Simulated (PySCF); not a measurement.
Molfile (atoms numbered from 1):
```
H3N
     RDKit          3D

  4  3  0  0  0  0  0  0  0  0999 V2000
    0.0049   -0.0044    0.3031 N   0  0  0  0  0  0  0  0  0  0  0  0
    0.0786   -0.9311   -0.1158 H   0  0  0  0  0  0  0  0  0  0  0  0
   -0.8493    0.3981   -0.0816 H   0  0  0  0  0  0  0  0  0  0  0  0
    0.7659    0.5374   -0.1057 H   0  0  0  0  0  0  0  0  0  0  0  0
  1  2  1  0
  1  3  1  0
  1  4  1  0
M  END
```

Geometry: PBE0-D3(BJ)/def2-SVP; GIAO absolute shieldings from PySCF 2.14.0 with density-fitted response routines, gas phase, non-relativistic, averaged over equivalent atoms.

At PBE0/6-31G (15 basis functions, 0.7 s wall time on 1 thread of an Arm Neoverse V1, shared host):
| atoms | σ (ppm) |
| --- | --- |
| N1 | 260.7 |
| H2/H3/H4 | 33.18 |

Predict the values at LDA/pcSseg-2 on the same geometry.

Answers


```csv
atoms,σ at LDA/pcSseg-2,change
N1,266.7,+6.0
H2/H3/H4,31.27,-1.91
```

The largest change is at N1 (nitrogen bonded to 3 H). Cost: 78 basis functions, 0.9 s wall time on 1 thread of an Arm Neoverse V1, shared host.
